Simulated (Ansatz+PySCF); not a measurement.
Two shapes of singlet CH3Cl.

Shape 1:

```xyz
5

C     0.0000    0.0000   -1.1193
Cl    0.0000    0.0000    0.6560
H     0.0000   -1.0366   -1.4786
H    -0.8977    0.5183   -1.4786
H     0.8977    0.5183   -1.4786
```

Shape 2:

```xyz
5

C     0.0492   -0.0039   -1.1115
Cl   -0.0238    0.0320    0.6259
H     0.0162   -1.0678   -1.5142
H    -0.8477    0.5190   -1.4786
H     0.9417    0.5312   -1.4586
```

Basis set: def2-SVP (spherical functions). Correlated methods keep 6 orbitals frozen. Charge 0, multiplicity 1.

Computed with Ansatz (development build ahead of 0.2.0); each method stands on the lowest determinant of its kind that the runs found.

(1) Which shape is lower in energy, and by how much in each method?

Results:

(1)

| method | E(2) − E(1) (eV) |
| --- | --- |
| RHF | 0.083 |
| UHF | 0.083 |
| RHF-MP2 | 0.058 |
| UHF-CCSD | 0.062 |
| PBE (unrestricted) | 0.052 |

Shape 1 is lower.
